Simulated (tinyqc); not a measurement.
Extended Hueckel theory, for CH2, step by step. Computed by tinyqc, a small Python program that keeps every step (integrals from PySCF). Settings: charge = 0, K = 1.75, multiplicity = 1. Command: `OMP_NUM_THREADS=1 python tinyqc.py 22277 22278 out.jsonl` (the two numbers bound the seeds that draw the settings). One thread of a shared host (Intel(R) Xeon(R) Processor @ 2.60GHz), about 0.01 s of CPU time with the checks.

## Overlaps

Geometry (angstrom):
```
atom,x,y,z
C,0.000000,0.000000,0.000000
H,0.000000,0.981000,0.512000
H,0.000000,-0.981000,0.512000
```

Parameters chosen for this run:
```
element,shell,Slater exponent,H_ii (eV)
H,1s,1.300000,-13.600000
C,2s,1.625000,-21.400000
C,2p,1.625000,-11.400000
```

Slater orbitals, each expanded in six Gaussians scaled to its exponent.

overlap S, lower triangle:
```
,1C 2s,1C 2px,1C 2py,1C 2pz,2H 1s,3H 1s
1C 2s,1.000000
1C 2px,0.000000,1.000000
1C 2py,0.000000,0.000000,1.000000
1C 2pz,0.000000,0.000000,0.000000,1.000000
2H 1s,0.483068,0.000000,0.430572,0.224723,1.000000
3H 1s,0.483068,0.000000,-0.430572,0.224723,0.109411,1.000000
```

## Wolfsberg-Helmholz matrix

diagonal H_ii (eV): 1C 2s -21.400000, 1C 2px -11.400000, 1C 2py -11.400000, 1C 2pz -11.400000, 2H 1s -13.600000, 3H 1s -13.600000

K = 1.750000

H_ij = K' S_ij (H_ii + H_jj)/2 for i != j (the diagonal keeps H_ii), with K' = 1.75.

H (eV), lower triangle:
```
,1C 2s,1C 2px,1C 2py,1C 2pz,2H 1s,3H 1s
1C 2s,-21.400000
1C 2px,0.000000,-11.400000
1C 2py,0.000000,0.000000,-11.400000
1C 2pz,0.000000,0.000000,0.000000,-11.400000
2H 1s,-14.793948,0.000000,-9.418771,-4.915811,-13.600000
3H 1s,-14.793948,0.000000,9.418771,-4.915811,-2.603978,-13.600000
```

## Orbitals

valence electrons = 6

Solve H C = S C e through S^(-1/2); fill by pairs from the bottom, a degenerate level sharing its electrons equally; each orbital has its largest coefficient positive (the first on a tie).

orbital energies (eV): -23.659945  -15.813280  -12.073279  -11.400000  6.334921  13.384993

occupations: 2.000000  2.000000  2.000000  0.000000  0.000000  0.000000

coefficients:
```
,MO1,MO2,MO3,MO4,MO5,MO6
1C 2s,0.726807,0.000000,-0.269381,0.000000,0.000000,1.122830
1C 2px,0.000000,0.000000,0.000000,1.000000,0.000000,0.000000
1C 2py,0.000000,0.517830,0.000000,0.000000,1.202152,0.000000
1C 2pz,-0.015972,0.000000,0.917187,0.000000,0.000000,0.587337
2H 1s,0.244093,0.437801,0.140176,0.000000,-0.877628,-0.918579
3H 1s,0.244093,-0.437801,0.140176,0.000000,0.877628,-0.918579
```

sum of one-electron energies = -103.093007 eV

## Mulliken analysis

P = C n C^T; charge = valence electrons (H 1, C 4) minus the sum of (P S)_ii on the atom; overlap population = 2 sum P_ij S_ij between two atoms.

charges: 1C -0.193253, 2H 0.096627, 3H 0.096627

Overlap populations:
```
pair,value
2-1,0.772355
3-1,0.772355
3-2,-0.049208
```
